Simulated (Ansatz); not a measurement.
**Worked example: correlation energy of H2As–AsH⁺, triplet**

Geometry: that of the H2As–AsH, doublet, kept fixed. The singlet lies 0.9 eV lower here.

```yaml
atoms:
  - { symbol: As, position_ang: [0.0449, 0.0284, 1.2002] }
  - { symbol: As, position_ang: [-0.0206, -0.0401, -1.2193] }
  - { symbol: H, position_ang: [-1.2955, 0.7361, 1.3538] }
  - { symbol: H, position_ang: [-0.5789, -1.3514, 1.3532] }
  - { symbol: H, position_ang: [0.0639, 1.4846, -1.2822] }
```

Basis cc-pVDZ; Ansatz 0.2.0. Correlated methods freeze the noble-gas cores and the filled d shells of p-block atoms, which leaves 12 electrons in 41 orbitals. Prefix R: restricted or restricted open-shell reference; prefix U: unrestricted. No spin–orbit coupling is included, and no scalar relativity.

Full CI isn't at hand for all of this; UCCSDT(Q) serves as the reference, and is uncertain by about the last step of the cluster series.

Runs differ by some tens of microhartree through their thresholds and, for an open shell, their frozen cores, so steps under 0.03 kcal/mol mean nothing.

```json
{"level": "UHF", "total energy (hartree)": "-4469.767904"}
{"level": "UMP2", "total energy (hartree)": "-4469.946614"}
{"level": "UCCSD", "total energy (hartree)": "-4469.988532"}
{"level": "UCCSD(T)", "total energy (hartree)": "-4469.995112"}
{"level": "UCCSDT", "total energy (hartree)": "-4469.996466"}
{"level": "UCCSDT(Q)", "total energy (hartree)": "-4469.996829"}
```

Q: What is the correlation energy at UCCSDT(Q), and what share of it do UMP2 and UCCSD(T) recover?

A: E(corr) = -4469.996829 − (-4469.767904) = -0.228925 hartree = -6.229 eV. UMP2: -0.178710 / -0.228925 = 78.06 %. UCCSD(T): -0.227208 / -0.228925 = 99.25 %.

Q: By how many kcal/mol does UCCSD(T) miss UCCSDT(Q) (1 hartree = 627.509 kcal/mol), and which steps make up the rest?

A: -4469.995112 − (-4469.996829) = 0.001717 hartree = 1.08 kcal/mol. Steps: UCCSDT − UCCSD(T) = -0.85, UCCSDT(Q) − UCCSDT = -0.23 kcal/mol. Differences between like states or geometries often cancel part of this.
